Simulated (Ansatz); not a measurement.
Born–Oppenheimer molecular dynamics of BClFH$_{3}$ (6 atoms, charge 0, multiplicity 1). It starts at the highest image of a converged band, a first-order saddle point between two minima.

Computed with UKS PBE-D4/def2-SVPD in Ansatz.

```
ensemble                      : NVE (velocity Verlet)
time step                     : 0.5 fs
steps asked                   : 200
starting velocities drawn for : 100 K
seed                          : 7130
```

First frame:

```xyz
6
Properties=species:S:1:pos:R:3
B -0.288 0.052 -0.468
F 0.962 0.830 0.057
H 0.019 -0.665 -1.387
H -1.265 0.758 -0.439
H 0.806 0.067 0.990
Cl -0.234 -1.041 1.246
```

**Question.** How far do the bonds stretch over the last three quarters of this one trajectory? (Pairs bonded in most of those frames.)

**Answer.** 
```csv
bond,mean (Å),spread (Å),shortest,longest
B1–F2,1.345,0.018,1.32,1.39
B1–H3,1.214,0.008,1.20,1.23
B1–H4,1.214,0.010,1.20,1.23
H5–Cl6,1.304,0.012,1.28,1.33
```

Mean temperature of the second half: 1200 K. The conserved energy stayed within 0.018 meV per atom of its start (net change -0.0033 meV per atom), so the integration is sound. The system heated up, since it started high on the potential surface and ran downhill. A run of 0.1 ps of so small a system gives no equilibrium averages. The orbitals stay closed-shell, which can raise the energy where a bond breaks towards radicals; this wasn't checked here.

The run took 4.4 min on 2 threads of Arm Neoverse V2, with other jobs on the host, peak memory 0.17 GiB.
